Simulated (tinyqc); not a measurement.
Inside a calculation. Method: harmonic frequencies on the RHF/sto-3g surface (energies and gradients from PySCF), for H3O+, spin multiplicity 1. Computed by tinyqc, a small Python program that keeps every step (integrals from PySCF). Settings: charge = 1, multiplicity = 1, basis = sto-3g, delta = 0.01. Command: `OMP_NUM_THREADS=1 python tinyqc.py 28969 28970 out.jsonl` (the two numbers bound the seeds that draw the settings). One thread of a shared host (Intel(R) Xeon(R) Processor @ 2.60GHz), about 2 s of CPU time with the checks.

## One row of the Hessian: 2Hx

optimised positions (bohr):
```
            x          y          z
1O  -0.012911  -0.030660   0.431272
2H   1.793347   0.010509  -0.056504
3H  -0.954892   1.519878  -0.027785
4H  -0.887905  -1.615000  -0.044627
```

gradient at +delta (hartree/bohr):
```
              x            y            z
1O  -0.00587946  -0.00010149   0.00119936
2H   0.00594615   0.00011251  -0.00145283
3H  -0.00004242  -0.00005187   0.00013107
4H  -0.00002426   0.00004085   0.00012240
```

gradient at -delta (hartree/bohr):
```
              x            y            z
1O   0.00604470   0.00011749  -0.00125430
2H  -0.00613146  -0.00012585   0.00151199
3H   0.00004859   0.00006229  -0.00013145
4H   0.00003817  -0.00005393  -0.00012625
```

Displace 2Hx by +/-0.01 bohr; H(k, :) = (g(+) - g(-)) / (2 delta).

row of the Hessian (hartree/bohr^2): 1Ox -0.59620798, 1Oy -0.01094872, 1Oz 0.12268293, 2Hx 0.60388049, 2Hy 0.01191796, 2Hz -0.14824124, 3Hx -0.00455068, 3Hy -0.00570791, 3Hz 0.01312584, 4Hx -0.00312184, 4Hy 0.00473867, 4Hz 0.01243248

## Hessian by finite differences

All rows are made in the same way, and the matrix is symmetrised.

Hessian (symmetrised) (hartree/bohr^2), lower triangle:
```
             1Ox          1Oy          1Oz          2Hx          2Hy          2Hz          3Hx          3Hy
1Ox   1.06934652
1Oy   0.00002275   1.06940120
1Oz  -0.00706081   0.00483084   0.14255351
2Hx  -0.59620680  -0.01094644   0.12265809   0.60388049
2Hy  -0.01130930  -0.11448804   0.00227169   0.01191573   0.08322707
2Hz   0.19084486   0.00372876  -0.04980682  -0.14821693  -0.00298950   0.05063281
3Hx  -0.24557471   0.21628082  -0.05882617  -0.00455100   0.03841225  -0.02115778   0.22466829
3Hy   0.21602632  -0.46985739   0.09755475  -0.00570807   0.01642873   0.00208491  -0.23329225   0.46690089
3Hz  -0.09418233   0.15587420  -0.04496820   0.01312637  -0.01720389  -0.00049542   0.07212972  -0.11926432
4Hx  -0.22757153  -0.20535713  -0.05677155  -0.00312216  -0.03901877  -0.02146881   0.02546043   0.02297387
4Hy  -0.20473977  -0.48506228  -0.10465726   0.00473881   0.01483473  -0.00282415  -0.02139984  -0.01347014
4Hz  -0.08960170  -0.16443382  -0.04777646   0.01243302   0.01792172  -0.00033123   0.00785394   0.01962513

             3Hz         4Hx         4Hy         4Hz
3Hz   0.04607082
4Hx   0.00892577  0.20523623
4Hy  -0.01940501  0.22140101  0.48369963
4Hz  -0.00060791  0.06931431  0.12688595  0.04871492
```

## Normal modes

masses (u): 1O 15.994915, 2H 1.007825, 3H 1.007825, 4H 1.007825

Diagonalise H_ij / sqrt(m_i m_j); the 6 smallest eigenvalues belong to translations and rotations; wavenumber = sqrt(eigenvalue / 1822.888) x 219474.63; each mode has its largest component positive (the first on a tie); zero-point energy = sum of wavenumbers / 2, with 349.755 1/cm per kcal/mol.

eigenvalues of the mass-weighted Hessian (hartree/(bohr^2 u)): -0.000014  -0.000004  0.000000  0.000000  0.000000  0.000005  0.027118  0.140627  0.140655  0.625265  0.702387  0.702435

harmonic wavenumbers of the vibrations (1/cm): 846.5  1927.7  1927.9  4064.8  4308.2  4308.3

mass-weighted modes:
```
        mode 1     mode 2     mode 3     mode 4     mode 5     mode 6
1Ox  -0.002954  -0.240727   0.035148   0.000798   0.008061  -0.288552
1Oy   0.002032  -0.035161  -0.240715  -0.000463  -0.288568  -0.008069
1Oz  -0.388955   0.001656  -0.001525   0.087654  -0.001568   0.002190
2Hx   0.130801  -0.120767  -0.001434   0.561829  -0.005212   0.753949
2Hy   0.000011   0.092633   0.758768   0.012642   0.011174   0.017276
2Hz   0.515493  -0.166623   0.024845  -0.120507   0.001421  -0.206534
3Hx  -0.061869   0.578789   0.309897  -0.292940  -0.336918   0.202549
3Hy   0.105860   0.404123   0.061850   0.482415   0.565320  -0.314506
3Hz   0.517566   0.063617  -0.157951  -0.111731  -0.169095   0.096050
4Hx  -0.057168   0.501008  -0.448491  -0.272070   0.310017   0.193040
4Hy  -0.113967  -0.356679   0.138368  -0.493213   0.573110   0.329375
4Hz   0.516424   0.096408   0.139182  -0.116957   0.173920   0.101761
```

zero-point energy = 24.850752 kcal/mol
